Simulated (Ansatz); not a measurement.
# C₂H₂OS (SMILES OC=C=S): functionals against CCSD(T) at one geometry

Aim: energy, forces and dipole at a structure displaced at random from a GFN2-xTB minimum, from CCSD(T) and from density functionals.

Computed with Ansatz 0.2.0, Gaussian basis. Level: single points in def2-TZVPP.

Cores are frozen in the correlated methods.

## Step 1: Starting geometry

SMILES `OC=C=S`, 6 atoms, charge 0, spin multiplicity 1.

Atoms are counted from 1 here; the program's logs count them from 0.

Bond lengths: O1–H5 1.034 Å, C2–C3 1.399 Å, C2–H6 1.217 Å, C3–S4 1.576 Å. Angles: C3–C2–H6 126.1°, C2–C3–S4 166.3°.

Coordinates:

```
O     0.2399    1.3621   -0.7489
C    -0.2375    0.1516    0.2739
C    -0.1020   -1.2131   -0.0032
S    -0.2870   -2.7708   -0.1504
H     0.2721    2.0520    0.0205
H     0.0321    0.6992    1.3265
```

## Step 2: CCSD(T)/def2-TZVPP

run/in.yaml

```yaml
crystal:
  periodic: [false, false, false]
  atoms:
    - {symbol: O, position_ang: [0.239900, 1.362100, -0.748900]}
    - {symbol: C, position_ang: [-0.237500, 0.151600, 0.273900]}
    - {symbol: C, position_ang: [-0.102000, -1.213100, -0.003200]}
    - {symbol: S, position_ang: [-0.287000, -2.770800, -0.150400]}
    - {symbol: H, position_ang: [0.272100, 2.052000, 0.020500]}
    - {symbol: H, position_ang: [0.032100, 0.699200, 1.326500]}
basis:
  gaussian: {orbitals: def2-TZVPP}
correlation: {method: ccsd_t}
output: {forces: true}
```

No record of the launch command was kept for these runs.

## Step 3: PBE0-D4/def2-TZVPP

run/in.yaml: that of step 2 with these lines changed.

```diff
@@ -11,3 +11,3 @@
   gaussian: {orbitals: def2-TZVPP}
-correlation: {method: ccsd_t}
-output: {forces: true}
+hamiltonian: {xc: pbe0, dispersion: d4}
+output: {forces: true, orbitals: {seedname: orbitals}}
```

## Step 4: wB97M-V/def2-TZVPP

run/in.yaml: that of step 3 with these lines changed.

```diff
@@ -11,3 +11,3 @@
   gaussian: {orbitals: def2-TZVPP}
-hamiltonian: {xc: pbe0, dispersion: d4}
-output: {forces: true, orbitals: {seedname: orbitals}}
+hamiltonian: {xc: {name: wB97M-V}}
+output: {forces: true}
```

## Step 5: r2SCAN-D4/def2-TZVPP

run/in.yaml: that of step 4 with these lines changed.

```diff
@@ -11,3 +11,3 @@
   gaussian: {orbitals: def2-TZVPP}
-hamiltonian: {xc: {name: wB97M-V}}
+hamiltonian: {xc: r2scan, dispersion: d4}
 output: {forces: true}
```

## Step 6: PBE-D4/def2-TZVPP

run/in.yaml: that of step 5 with these lines changed.

```diff
@@ -11,3 +11,3 @@
   gaussian: {orbitals: def2-TZVPP}
-hamiltonian: {xc: r2scan, dispersion: d4}
+hamiltonian: {xc: pbe, dispersion: d4}
 output: {forces: true}
```

## Step 7: revPBE-D4/def2-TZVPP

run/in.yaml: that of step 6 with these lines changed.

```diff
@@ -11,3 +11,3 @@
   gaussian: {orbitals: def2-TZVPP}
-hamiltonian: {xc: pbe, dispersion: d4}
+hamiltonian: {xc: {name: revPBE}, dispersion: d4}
 output: {forces: true}
```

## Step 8: LC-wPBE/def2-TZVPP

run/in.yaml: that of step 7 with these lines changed.

```diff
@@ -11,3 +11,3 @@
   gaussian: {orbitals: def2-TZVPP}
-hamiltonian: {xc: {name: revPBE}, dispersion: d4}
+hamiltonian: {xc: {name: LC-wPBE}}
 output: {forces: true}
```

(Steps that only read results are left out.)

**Question.** What will these runs give? Wanted: energy less free atoms, CCSD(T)/def2-TZVPP; RMS force component; RMS force error; HOMO and LUMO, PBE0-D4; T1 diagnostic.

The runs gave:

| quantity | value |
| --- | --- |
| energy less free atoms, CCSD(T)/def2-TZVPP | -2143.5 kJ/mol |
| RMS force component | 1.683 to 2.124 eV/Å over the methods |
| RMS force error | PBE0-D4 0.295, wB97M-V 0.300, r2SCAN-D4 0.211, PBE-D4 0.225, revPBE-D4 0.230, LC-wPBE 0.486 eV/Å |
| HOMO and LUMO, PBE0-D4 | -6.53 and -3.32 eV |
| T1 diagnostic | 0.019 |

In words: Against CCSD(T) the functionals' energies less atoms differ by -232.5 to -23.6 kJ/mol, PBE-D4 by -232.5 kJ/mol. CCSD(T) in triple zeta still lacks some correlation energy of the bonds, so part of these gaps is its own basis error and they don't rank the functionals. On forces the order runs from r2SCAN-D4 to LC-wPBE. Frozen-core CCSD(T) forces in triple zeta carry basis errors of their own, and this is one geometry, so small gaps rank nothing. The restricted Hartree–Fock reference is unstable towards an unrestricted one at one or more of these structures.
